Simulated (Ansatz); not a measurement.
Several solutions for singlet NH

```
atom   x (Å)   y (Å)   z (Å)
   N  0.0000  0.0000  0.0000
   H  0.0000  0.0000  1.9760
```

Basis set: 6-31G (spherical functions). Charge 0, multiplicity 1.

PBE0 (unrestricted) was run from several starts with Ansatz (development build ahead of 0.2.0).

| run | program | start | converged | energy (hartree) | <S²> |
| --- | --- | --- | --- | --- | --- |
| A | Ansatz | search for the lowest state | yes | -54.99722 | 1.54 |
| B | Ansatz | atomic start, no search | yes | -54.91959 | 0.00 |
| C | Ansatz | stability test followed | yes | -54.99722 | 1.54 |

(1) Which runs reached the lowest solution of this kind, and what is wrong with the others?

Results:

(1) A, C reached the lowest solution found. Converged but too high: B by 2.11 eV. Convergence only shows a stationary point, and even a stable one can lie too high; stability tests and further starts are what find lower ones. Caution: another spin multiplicity may lie lower. Caution: the unrestricted determinant is a mixture of spin states.
